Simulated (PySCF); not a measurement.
Frontier orbitals and the lowest excitations

Thiirane, C2H4S.
Geometry (PBE0-D3(BJ)/def2-TZVP, Å), atoms numbered from 1 in this order:
```xyz
7
C2H4S angstrom
C     -0.5105   -0.0179   -0.5393
C      0.4084    0.0173    0.6179
S      1.2350   -0.0917   -0.9794
H     -1.0744   -0.9265   -0.7165
H     -1.0200    0.8987   -0.8137
H      0.5320    0.9576    1.1428
H      0.4805   -0.8671    1.2404
```

Theory: TDDFT CAM-B3LYP/aug-cc-pVTZ, vertical, gas phase, core orbitals frozen in the response (PySCF 2.14.0, density-fitted response routines). Isolated species at its PBE0-D3(BJ)/def2-TZVP geometry, gas phase.

Frontier orbitals with the atoms that hold most of them (Löwdin shares over 4%, at most four atoms; ? is withheld):

| orbital | ε (eV) | atoms |
| --- | --- | --- |
| HOMO-3 | -12.37 | C2 30%, C1 30%, H7 9%, H5 9% |
| HOMO-2 | -10.58 | S3 34%, C1 26%, C2 26% |
| HOMO-1 | -10.37 | S3 39%, C2 24%, C1 24% |
| HOMO | -7.94 | ? |
| LUMO | 0.29 | ? |
| LUMO+1 | 0.50 | S3 20%, C1 14%, C2 14%, H4 13% |
| LUMO+2 | 0.69 | C1 17%, C2 17%, H7 14%, H5 14% |

(1) Give the leading atoms of the HOMO.

(2) Which atoms hold the LUMO, and with what shares?

(3) How does S1 compare with the orbital gap of 8.24 eV?

## Answers

(1) S3 (bonded to 2 C) 67%; C1 (bonded to C, S and 2 H) 14%; C2 (bonded to C, S and 2 H) 14%. By element: sulfur 67%, carbon 28%.

(2) H6 (bonded to C) 22%; H7 (bonded to C) 22%; H4 (bonded to C) 22%; H5 (bonded to C) 22%.

(3) S1 is at 4.83 eV (f = 0.0000), 3.41 eV below the gap, made of HOMO→LUMO+5 (52%), HOMO→LUMO+1 (42%). Without the coupling terms of the response equations the lowest excitation would equal the gap.

Next come S2 at 5.82 eV (f 0.011), HOMO→LUMO (83%); S3 at 5.91 eV (f 0.026), HOMO→LUMO+3 (82%); S4 at 6.33 eV (f 0.042), HOMO→LUMO+2 (90%); S5 at 6.56 eV (f 0.0000), HOMO→LUMO+1 (51%), HOMO→LUMO+5 (28%), HOMO→LUMO+8 (12%).
